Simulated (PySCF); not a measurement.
C4H7NO.
Geometry (GFN2-xTB, Å), atoms numbered from 1 in this order:
```
atom  x, y, z in Å
C1     1.802   -0.409    0.447
C2     1.215   -0.163   -0.720
N3     0.478    0.953   -1.030
C4    -0.641    1.363   -0.653
O5    -1.615    0.806    0.083
C6    -1.473   -0.522    0.549
H7     1.650    0.230    1.302
H8     2.482   -1.232    0.565
H9     1.426   -0.778   -1.588
H10   -0.966    2.343   -0.991
H11   -1.188   -1.196   -0.262
H12   -2.450   -0.808    0.937
H13   -0.726   -0.587    1.344
```

A PySCF run (density fitting, gas phase, GFN2-xTB geometry) gave HOMO -8.06 eV, LUMO -1.46 eV, dipole 1.88 D and E = -283.934 Eh.

Question: Which of these levels was it?
A. PBE0/def2-SVPD
B. HSE06/pcseg-1
C. PBE0/MINI
D. PW91/3-21G
E. PBE0/pcSseg-1

Answer: C. It is PBE0/MINI. All candidates on this geometry:

```json
{"level and settings": "PW91/3-21G, grid level 1, energy threshold 1e-07 Eh", "kind": "GGA", "basis functions": "68", "SCF cycles": "9", "E (Eh)": "-284.8619", "HOMO (eV)": "-4.82", "LUMO (eV)": "-0.42", "dipole (D)": "1.96"}
{"level and settings": "HSE06/pcseg-1, grid level 1", "kind": "screened hybrid, exact exchange at short range", "basis functions": "119", "SCF cycles": "10", "E (Eh)": "-286.1901", "HOMO (eV)": "-6.04", "LUMO (eV)": "-0.24", "dipole (D)": "2.03"}
{"level and settings": "PBE0/def2-SVPD", "kind": "global hybrid", "basis functions": "179", "SCF cycles": "14", "E (Eh)": "-286.0293", "HOMO (eV)": "-6.47", "LUMO (eV)": "0.03", "dipole (D)": "1.77"}
{"level and settings": "PBE0/pcSseg-1", "kind": "global hybrid", "basis functions": "137", "SCF cycles": "14", "E (Eh)": "-286.1895", "HOMO (eV)": "-6.42", "LUMO (eV)": "0.16", "dipole (D)": "2.00"}
{"level and settings": "PBE0/MINI, start guess vsap", "kind": "global hybrid", "basis functions": "37", "SCF cycles": "10", "E (Eh)": "-283.9338", "HOMO (eV)": "-8.06", "LUMO (eV)": "-1.46", "dipole (D)": "1.88"}
```

The nearest other candidate, by the summed differences of HOMO and LUMO, is PBE0/def2-SVPD: its HOMO differs by +1.59 eV and its LUMO by +1.49 eV. Cycle counts include a coarse-grid stage where the run had one.
